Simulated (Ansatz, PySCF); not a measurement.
System: C$_{3}$H$_{5}$, charge 0, multiplicity 2. It need not be the lowest isomer of its formula. 
Coordinates optimised at B3LYP-D3(BJ)/def2-TZVP (Ansatz, a quantum-chemistry and plane-wave program):
SMILES: [CH]=CC
```xyz
8

C      1.3359     0.1766     0.0081
C      0.0582     0.4385    -0.0081
H      2.2670     0.7199     0.0055
H     -0.2541     1.4885    -0.0315
C     -1.0550    -0.5714     0.0021
H     -0.6648    -1.5877     0.0255
H     -1.6988    -0.4243     0.8731
H     -1.6836    -0.4589    -0.8851
```
Charge 0, spin multiplicity 2.

Dipole moments at this geometry, in debye (magnitudes).

| level | program | dipole (D) |
|---|---|---|
| SVWN5/def2-TZVPD | Ansatz | 0.88 |
| BLYP/def2-TZVPD | Ansatz | 0.80 |
| revPBE/def2-TZVPD | Ansatz | 0.79 |
| r2SCAN/def2-TZVPD | Ansatz | 0.77 |
| B3LYP/def2-TZVPD | PySCF | 0.77 |
| TPSSh/def2-TZVPD | PySCF | 0.75 |
| r2SCAN0/def2-TZVPD | Ansatz | 0.74 |
| PW6B95/def2-TZVPD | PySCF | 0.76 |
| M06-2X/def2-TZVPD | PySCF | 0.73 |
| HSE06/def2-TZVPD | Ansatz | 0.76 |
| LC-wPBE/def2-TZVPD | Ansatz | 0.76 |
| wB97M-V/def2-TZVPD | Ansatz | 0.77 |
| CCSD(T)/aug-cc-pVDZ | Ansatz | 0.72 |
